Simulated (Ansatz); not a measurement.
## Energy profile

The step: CH₅BO ([CH3][BH][OH]) → BHO ([BH][O]) + CH₄; bonds formed: C2–H4; bonds broken: B1–C2, O3–H4 (atoms numbered as in the saddle structure below).

```
8
angstrom
B -0.7917 -0.2617 -0.6427
C 0.5170 0.3412 0.4545
O -0.6766 -1.5278 -0.8183
H 0.2235 -0.8741 -0.0143
H -1.4957 0.6474 -0.9784
H 1.3289 -0.2153 0.9451
H 0.9789 1.0922 -0.1859
H -0.0842 0.7980 1.2400
```

Electronic energies by CCSD(T) at an estimated basis limit (MP2 extrapolated from triple and quadruple zeta, plus CCSD(T) − MP2 in triple zeta), on PBE0-D4/def2-TZVP structures; CH$_{5}$BO, closed shell; no counterpoise correction. Computed with Ansatz 0.2.0 (basis: def2-TZVPP and def2-QZVPP); correlated methods freeze the cores. Extrapolation: Hartree–Fock as exp(−7.88 √X), correlation as X^−2.97.

Problem. Give the profile in kJ/mol, counted from the start structure. (To be estimated.)

Solution. Computed:
| point | kJ/mol |
| --- | --- |
| start structure | 0.0 |
| saddle | 265.5 |
| end structure | 42.4 |
| separated: BHO (linked as [BH][O]; B1, O3, H5; singlet) + CH$_{4}$ (C2, H4, H6, H7, H8; singlet) | 45.7 |

The T1 diagnostic stays at or below 0.020.

For scale, one of the runs: CCSD(T)/def2-TZVPP, 163 basis functions, launched by `ansatz run in.yaml --threads 2 --pin off --events-out ev --progress --plain --max-ram 4352MiB`. Hardware: 2 CPU threads of an Arm Neoverse V2, shared host. Wall time 18 s; peak host memory 1.3 GiB.
